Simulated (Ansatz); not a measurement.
## Breaking a bond in H3O+ (oxonium)

H3O+ has 4 atoms, charge +1, and is taken as a singlet. As SMILES, `[OH3+]`. Geometry: relaxed at PBE0-D4/def2-TZVP.

| atom | x (Å) | y (Å) | z (Å) |
| --- | --- | --- | --- |
| O | 0.1820 | -0.0567 | -0.0528 |
| H | 0.2191 | 0.9184 | 0.0151 |
| H | -0.4089 | -0.3683 | -0.7674 |
| H | 0.0079 | -0.4934 | 0.8050 |

The O1–H4 distance is scanned; the parts on either side stay rigid. Basis 3-21G, 1 core orbital frozen in the correlated methods; program Ansatz 0.2.0. FCI is exact within this basis and core. Energies in eV from each method's value at 0.978 Å; methods without a U are spin-restricted. The shape above is that at 0.978 Å.

| distance (Å) | revPBE | B3LYP | HSE06 | RPA@PBE | CCSDT | CCSDT(Q) | FCI |
| --- | --- | --- | --- | --- | --- | --- | --- |
| 0.978 | 0.00 | 0.00 | 0.00 | 0.00 | 0.00 | 0.00 | 0.00 |
| 1.223 | 0.55 | 0.62 | 0.66 | 0.57 | 0.65 | 0.65 | 0.65 |
| 1.467 | 1.77 | 1.91 | 1.98 | 1.79 | 1.96 | 1.96 | 1.96 |
| 1.956 | 3.84 | 4.12 | 4.26 | 3.75 | 4.24 | 4.24 | 4.24 |
| 2.446 | 4.95 | 5.39 | 5.58 | 4.52 | 5.47 | 5.48 | 5.47 |

Departure from the FCI curve at its largest: revPBE -0.53 eV at 2.45 Å; B3LYP -0.12 eV at 1.96 Å; HSE06 +0.10 eV at 2.45 Å; RPA@PBE -0.95 eV at 2.45 Å; CCSDT within 0.005 eV; CCSDT(Q) +0.01 eV at 2.45 Å. For the functionals part of the departure is owed to the small basis.
